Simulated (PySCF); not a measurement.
Gas-phase reaction: 3 Si(CH3)4 → 3 (CH3)2SiH2 + 2 C3H6 (propylene)

Energies from PySCF, thermal terms from the rigid-rotor harmonic-oscillator model, ideal gas at 1 bar. † marks an energy on the PBE0/def2-TZVP geometry and frequencies; other levels use their own. MP2 and CCSD(T) freeze the core. 6-31G* has spherical d functions here. All species are closed-shell singlets. B3LYP is the form with VWN-RPA correlation. MP2 isn't extrapolated to the basis-set limit; its ΔH°(298 K) is 396.2 kJ in def2-SVP and 443.1 kJ in def2-TZVPP. CCSD(T) isn't extrapolated to the basis-set limit. The harmonic model lacks anharmonicity and excited electronic states, which grow with temperature; levels with a mode under 35 cm⁻¹ are left out. Internal rotation in Si(CH3)4, (CH3)2SiH2, C3H6 (propylene) is treated as a harmonic vibration of one conformer, which makes the entropy rough.

```
level              ΔE electronic, kJ  ΔH°(298 K), kJ  ΔS°(298 K), J/K  ΔG°(1400 K), kJ
-----------------  -----------------  --------------  ---------------  ---------------
B3LYP/6-31G*                     385             349              350             -106
CCSD(T)/def2-SVP†                390             356              351              -98
HF/6-31G*                        364             332              357             -131
HF/def2-TZVP†                    353             319              351             -135
MP2/def2-SVP†                    430             396              351              -58
PBE/def2-SVP                     413             380              349              -73
PBE0/def2-SVP†                   441             408              351              -46
PBE0/def2-TZVP                   451             418              351              -36
r2SCAN/def2-TZVP†                464             431              351              -24
```
ΔH° is lowest at HF/def2-TZVP† and highest at r2SCAN/def2-TZVP†. No reference value is set beside these.
